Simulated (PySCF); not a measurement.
Start geometry of 3-butynenitrile (`C#CCC#N`) from GFN2-xTB (Å):
```
atom  x, y, z in Å
C1     1.9483   -0.0050   -0.3896
C2     0.7898   -0.2019   -0.0806
C3    -0.6082   -0.4397    0.2865
C4    -1.3590    0.7240   -0.0258
N5    -2.0251    1.6329   -0.2876
H6     2.9207    0.2035   -0.6688
H7    -0.6474   -0.6362    1.3709
H8    -0.9639   -1.2966   -0.2575
```

What comes out of this run: PySCF, PBE0-D3(BJ)/def2-TZVP geometry optimisation, gas phase?

```
atom  x, y, z in Å
C1     1.9583    0.0796   -0.4374
C2     0.8277   -0.1466   -0.1154
C3    -0.5420   -0.4366    0.2815
C4    -1.4589    0.6691    0.0198
N5    -2.1994    1.5241   -0.1768
H6     2.9632    0.2830   -0.7244
H7    -0.5834   -0.6711    1.3503
H8    -0.9098   -1.3203   -0.2507
```

The energy falls by 0.117 eV over 7 energy and gradient evaluations, the largest force component goes from 0.0612 to 2.7e-04 Eh/bohr, and the atoms move by 0.062 Å rms after alignment. The bond that changes most is C3–C4 (sp3 carbon next to a nitrile to nitrile carbon), which lengthens by 0.040 Å. Bonds longer at the end by more than 0.005 Å: 3 of 7; shorter: 4. Among the angles that change most is C2–C3–C4, from 108.5° to 113.0°. Rotational constants go from 18540, 3091, 2695 to 20230, 2920, 2593 MHz. The orientation of the end geometry is arbitrary; only internal coordinates are fixed.

The run used 173 basis functions and 57 SCF cycles in all.

Stationary, but not proved a minimum.
